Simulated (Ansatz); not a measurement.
Input for Ansatz (development build ahead of 0.2.0):

```yaml
crystal:
  periodic: [false, false, false]
  atoms:
    - { symbol: Cl, position_ang: [0.0, 0.0, 0.0] }
    - { symbol: B, position_ang: [0.0, 3.5637, 2.7345] }
    - { symbol: B, position_ang: [0.0, -3.5637, 2.7345] }
basis:
  gaussian: { orbitals: pcseg-2 }
total_charge: 1
magnetization:
  spin_polarized: true
hamiltonian:
  xc: pbe0
```

The input is written out in the form of the current development build from the run's settings.

The run gave:

```json
{
  "Converged": "yes",
  "Total energy": "-508.97609 hartree",
  "Spin squared of the determinant": "0.850",
  "Stability test": "minimum"
}
```

Caution: charge can spread falsely over distant fragments; the unrestricted determinant is a mixture of spin states.
